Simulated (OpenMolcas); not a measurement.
# singlet [SiN2H5]+ at 6 levels

Wanted: a comparison of 6 runs (B3LYP/6-31G*, BLYP/def2-SVPD, M06-L/def2-SVPD, r2SCAN/def2-SVPD, revPBE/def2-SVPD, MP2/def2-SVPD) of singlet [SiN2H5]+. 

The results are computed with OpenMolcas 26.06.

1 further run of the same task is left out (set aside as unsound or not needed).

**1. The system as given**

[SiN2H5]+ has 8 atoms, charge +1, and is taken as a singlet. SMILES of the parent species: `N[SiH]N`. Geometry: relaxed at PBE0-D4/def2-TZVP. This is one conformer, not always the lowest. That shape belongs to the parent species and isn't relaxed for this state.

Bond lengths: N1–Si2 1.713 Å, Si2–N3 1.720 Å, N1–H4 1.008 Å, N1–H5 1.005 Å, Si2–H6 1.504 Å, N3–H7 1.008 Å, N3–H8 1.008 Å. Angles: N1–Si2–N3 106.1°, N1–Si2–H6 117.2°, N3–Si2–H6 103.6°, Si2–N1–H4 122.2°, Si2–N1–H5 121.8°, Si2–N3–H7 120.2°, Si2–N3–H8 119.6°, H4–N1–H5 112.8°, H7–N3–H8 111.5°.

**2. A single-point energy at B3LYP/6-31G(d) (spherical functions) (run 1)**

The input, calc.inp:

```
&gateway
  baslib
  $CurrDir
  coord
  8
  angstrom
  N       -1.027000       0.622100      -0.768300
  Si       0.527700       0.579900      -0.050700
  N        0.789500      -1.052600       0.425100
  H       -1.817900       0.144500      -0.364600
  H       -1.296600       1.349400      -1.406800
  H        0.716400       1.354100       1.225100
  H        0.730800      -1.794000      -0.255200
  H        1.468900      -1.260500       1.139500
  basis
  6-31Gs
  group
  NoSym

&seward
  gridinput
  Grid=UltraFine
  End of Grid

&scf
  charge
  1
  ksdft
  B3LYP
  thresholds
  1e-10 1e-07 1e-07 1e-05
  prorbitals
  1 2
```

The basis set 6-31G* is read from a file made from the Basis Set Exchange's data (not shown).

Started as:

```console
export MOLCAS_MEM=1860
pymolcas calc.inp > calc.log
```

Standard output:

```text
--- Start Module: gateway ---
[...]
--- Stop Module: gateway /rc=_RC_ALL_IS_WELL_ ---
--- Start Module: seward ---
[...]
      Basis functions           56
--- Stop Module: seward /rc=_RC_ALL_IS_WELL_ ---
[...]
--- Start Module: scf ---
[...]
       Convergence after  19 Iterations
[...]
::    Total KS-DFT energy                            -401.7335823412
[...]
      Total spin, S                                     0.0000000000
[...]
      Total electronic charge=   32.000000
      Total            charge=    1.000000
[...]
      Dipole Moment (debye):
      Origin of the operator (angstrom)=    0.1842    0.1637   -0.0964
                   X=  1.1121E+00               Y=  3.2119E-01               Z= -2.4005E-01           Total=  1.1822E+00
      Center of Charge (angstrom)
[...]
--- Stop Module: scf /rc=_RC_ALL_IS_WELL_ ---
[...]
```

Run time: 20 s. Hardware: 1 thread of AMD EPYC 7R43 (Zen 3), shared host; peak memory 0.39 GiB.

**3. A single-point energy at BLYP/def2-SVPD (run 2)**

The input, coord.xyz:

```xyz
8

N     -1.027000     0.622100    -0.768300
Si     0.527700     0.579900    -0.050700
N      0.789500    -1.052600     0.425100
H     -1.817900     0.144500    -0.364600
H     -1.296600     1.349400    -1.406800
H      0.716400     1.354100     1.225100
H      0.730800    -1.794000    -0.255200
H      1.468900    -1.260500     1.139500
```

The input, mol.input:

```
&GATEWAY
BasLib = $CurrDir
Coord = coord.xyz
Basis = def2-SVPD
Group = NoSym
&SEWARD
GridInput
Grid=UltraFine
End of Grid
&SCF
Charge = 1
KSDFT = BLYP
Thresholds = 1e-10 1e-07 1e-07 1e-05
PrOrbitals = 1 2
```

The basis set def2-SVPD is read from a file made from the Basis Set Exchange's data (not shown).

Started as:

```console
export MOLCAS_MEM=1860
pymolcas mol.input > mol.log
```

Standard output:

```text
--- Start Module: gateway ---
[...]
--- Stop Module: gateway /rc=_RC_ALL_IS_WELL_ ---
--- Start Module: seward ---
[...]
      Basis functions          104
--- Stop Module: seward /rc=_RC_ALL_IS_WELL_ ---
[...]
--- Start Module: scf ---
[...]
       Convergence after  21 Iterations
[...]
::    Total KS-DFT energy                            -401.5438706585
[...]
      Total spin, S                                     0.0000000000
[...]
      Total electronic charge=   32.000000
      Total            charge=    1.000000
[...]
      Dipole Moment (debye):
      Origin of the operator (angstrom)=    0.1842    0.1637   -0.0964
                   X=  9.4437E-01               Y=  2.6574E-01               Z= -1.6756E-01           Total=  9.9525E-01
      Center of Charge (angstrom)
[...]
--- Stop Module: scf /rc=_RC_ALL_IS_WELL_ ---
[...]
```

It took 71 s on 1 thread of AMD EPYC 7R43 (Zen 3), shared host; peak memory 0.59 GiB.

Run 3 isn't shown in full; the table further down has it.

**4. A single-point energy at r2SCAN/def2-SVPD (run 4)**

The input, job.inp:

```
&GATEWAY
  BasLib = $CurrDir
  Coord
  8
  angstrom
  N       -1.027000       0.622100      -0.768300
  Si       0.527700       0.579900      -0.050700
  N        0.789500      -1.052600       0.425100
  H       -1.817900       0.144500      -0.364600
  H       -1.296600       1.349400      -1.406800
  H        0.716400       1.354100       1.225100
  H        0.730800      -1.794000      -0.255200
  H        1.468900      -1.260500       1.139500
  Basis = def2-SVPD
  Group = NoSym

&SEWARD
  GridInput
  Grid=UltraFine
  End of Grid

&SCF
  Charge = 1
  KSDFT = 2
  1.0 MGGA_X_R2SCAN
  1.0 MGGA_C_R2SCAN
  Thresholds = 1e-10 1e-07 1e-07 1e-05
  PrOrbitals = 1 1
```

The basis set def2-SVPD is read from a file made from the Basis Set Exchange's data (not shown).

Started as:

```console
export MOLCAS_MEM=1860
pymolcas job.inp > job.log
```

Standard output:

```text
--- Start Module: gateway ---
[...]
--- Stop Module: gateway /rc=_RC_ALL_IS_WELL_ ---
--- Start Module: seward ---
[...]
      Basis functions          104
--- Stop Module: seward /rc=_RC_ALL_IS_WELL_ ---
[...]
--- Start Module: scf ---
[...]
       Convergence after  19 Iterations
[...]
::    Total KS-DFT energy                            -401.4892246025
[...]
      Total spin, S                                     0.0000000000
[...]
      Total electronic charge=   32.000000
      Total            charge=    1.000000
[...]
      Dipole Moment (debye):
      Origin of the operator (angstrom)=    0.1842    0.1637   -0.0964
                   X=  9.9053E-01               Y=  3.2404E-01               Z= -2.1921E-01           Total=  1.0650E+00
      Center of Charge (angstrom)
[...]
--- Stop Module: scf /rc=_RC_ALL_IS_WELL_ ---
[...]
```

It took 70 s on 1 thread of AMD EPYC 7R43 (Zen 3), shared host; peak memory 0.59 GiB.

Run 5 isn't shown in full; the table further down has it.

**5. A single-point energy at MP2/def2-SVPD (run 6)**

The input, test.inp:

```
* H5N2Si MP2
&gateway
baslib
$CurrDir
coord
8
angstrom
N       -1.027000       0.622100      -0.768300
Si       0.527700       0.579900      -0.050700
N        0.789500      -1.052600       0.425100
H       -1.817900       0.144500      -0.364600
H       -1.296600       1.349400      -1.406800
H        0.716400       1.354100       1.225100
H        0.730800      -1.794000      -0.255200
H        1.468900      -1.260500       1.139500
basis
def2-SVPD
group
NoSym
&seward
&scf
charge
1
thresholds
1e-10 1e-07 1e-07 1e-05
prorbitals
1
&mbpt2
frozen
7
```

The basis set def2-SVPD is read from a file made from the Basis Set Exchange's data (not shown).

Started as:

```console
export MOLCAS_MEM=1860
pymolcas test.inp > test.log
```

Standard output:

```text
--- Start Module: gateway ---
[...]
--- Stop Module: gateway /rc=_RC_ALL_IS_WELL_ ---
[...]
      Basis functions          104
[...]
--- Start Module: scf ---
[...]
       Convergence after  18 Iterations
[...]
::    Total SCF energy                               -400.3300593723
[...]
      Total spin, S                                     0.0000000000
[...]
      Total electronic charge=   32.000000
      Total            charge=    1.000000
[...]
      Dipole Moment (debye):
      Origin of the operator (angstrom)=    0.1842    0.1637   -0.0964
                   X=  1.5774E+00               Y=  9.9917E-01               Z= -5.4925E-01           Total=  1.9463E+00
      Center of Charge (angstrom)
[...]
--- Stop Module: scf /rc=_RC_ALL_IS_WELL_ ---
[...]
--- Start Module: mbpt2 ---
[...]
WARNING!
Default frozen orbitals as non valence orbitals is overwritten by user input.
Default values:   4
[...]
       Reference weight ( Cref**2 )         =        0.86300
::    Total MBPT2 energy                             -400.7860164875
[...]
      Total MBPT2 calculations                           0.73      0.81
--- Stop Module: mbpt2 /rc=_RC_ALL_IS_WELL_ ---
[...]
```

Wall time 29 s (1 thread of AMD EPYC 7R43 (Zen 3), shared host); peak memory 0.59 GiB.

**6. The series**

```csv
run,level,integration grid,frozen core orbitals,energy (Eh),HOMO energy (eV),LUMO energy (eV),HOMO–LUMO gap (eV),wall time
1,B3LYP/6-31G* (spherical functions),UltraFine,–,-401.733582,-13.03,-9.48,3.56,20 s
2,BLYP/def2-SVPD,UltraFine,–,-401.543871,-12.08,-10.06,2.01,71 s
3,M06-L/def2-SVPD,UltraFine,–,-401.562550,-12.43,-10.00,2.43,60 s
4,r2SCAN/def2-SVPD,UltraFine,–,-401.489225,-12.48,-10.06,2.42,70 s
5,revPBE/def2-SVPD,UltraFine,–,-401.490882,-12.16,-10.09,2.07,72 s
6,MP2/def2-SVPD,–,7,-400.786016,-16.91,-6.22,10.69,29 s
```

**7. Outcome**

| quantity | value |
| --- | --- |
| run 6: total energy | -400.78602 Eh |
| run 6: HOMO energy (Hartree–Fock orbitals) | -16.91 eV |
| run 6: LUMO energy (Hartree–Fock orbitals) | -6.22 eV |
| run 6: HOMO–LUMO gap (Hartree–Fock orbitals) | 10.69 eV |
| run 6: correlation energy (7 core orbitals frozen) | -456.0 mEh |

Over runs 1, 2, 3, 4, 5 the HOMO–LUMO gap runs from 2.01 eV (BLYP/def2-SVPD) to 3.56 eV (B3LYP/6-31G*). The two ends differ in method and basis. Totals of different functionals can't be ranked against each other. All runs together took 5.4 min, the longest 72 s.
